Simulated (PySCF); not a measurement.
Simulated C 1s region for ethoxyacetonitrile, `CCOCC#N`, binding energy against the vacuum level.

Every computed line was given a Gaussian of 0.6 eV full width at half maximum and an area set by the number of equivalent atoms; the highest printed point is 100. Level of theory: PySCF 2.14.0, delta-SCF UKS SCAN, pcX-2 on the ionised atom, pcseg-1 elsewhere, spin-free X2C.

binding energy (eV), intensity and a bar:
```
    290.2          0 
    290.3          1 
    290.4          2 #
    290.5          5 ##
    290.6         11 ###
    290.7         20 ######
    290.8         32 ##########
    290.9         43 #############
    291.0         49 ###############
    291.1         49 ###############
    291.2         41 ############
    291.3         30 #########
    291.4         19 ######
    291.5         10 ###
    291.6          5 #
    291.7          3 #
    291.8          4 #
    291.9          8 ##
    292.0         17 #####
    292.1         33 ##########
    292.2         55 #################
    292.3         79 ########################
    292.4         96 #############################
    292.5        100 ##############################
    292.6         89 ###########################
    292.7         69 #####################
    292.8         45 ##############
    292.9         26 ########
    293.0         13 ####
    293.1          7 ##
    293.2          6 ##
    293.3          9 ###
    293.4         17 #####
    293.5         28 ########
    293.6         40 ############
    293.7         48 ##############
    293.8         50 ###############
    293.9         44 #############
    294.0         34 ##########
    294.1         22 #######
    294.2         12 ####
    294.3          6 ##
    294.4          2 #
    294.5          1 
    294.6          0
```

Task: Count the maxima, the lines and the sites behind this envelope.

Result: The curve has 3 maxima (at 291.0, 292.5 and 293.8 eV). Under it lie 4 lines from 4 inequivalent carbon sites. At this width some lines have no maximum of their own.

Task: Decompose the envelope and assign each component. Numbering: `[CH3:1][CH2:2][O:3][CH2:4][C:5]#[N:6]`.

Result: 
```tsv
position (eV)	relative area	line	atoms	environment
291.04	1	C 1s	C1	methyl carbon
292.48	1	C 1s	C5	nitrile carbon
292.48	1	C 1s	C2	sp3 carbon bound to oxygen
293.77	1	C 1s	C4	sp3 carbon bound to oxygen
```

Task: What are the centre and the root-mean-square width of the whole band?

Result: The area-weighted mean of the lines is 292.44 eV. Their own spread about it is 0.97 eV (rms) and each Gaussian has σ = 0.6/2.355 = 0.25 eV; the variances add, which gives 1.00 eV.

Lowest listed C 1s: C1, bonded to C and 3 H. Highest, 2.73 eV above it: C4, bonded to O, C and 2 H. The values 292.48 and 292.48 eV lie too close for their order to be trusted.

Shake-up satellites, vibrational structure and lifetime widths aren't simulated. One conformer (not necessarily the lowest) at the GFN2-xTB geometry, without solvent, vibrations or thermal averaging.

Shape of the structure used: `[CH3:1][CH2:2][O:3][CH2:4][C:5]#[N:6]`: C1–C2–O3–C4 -69°, C2–O3–C4–C5 -59°.
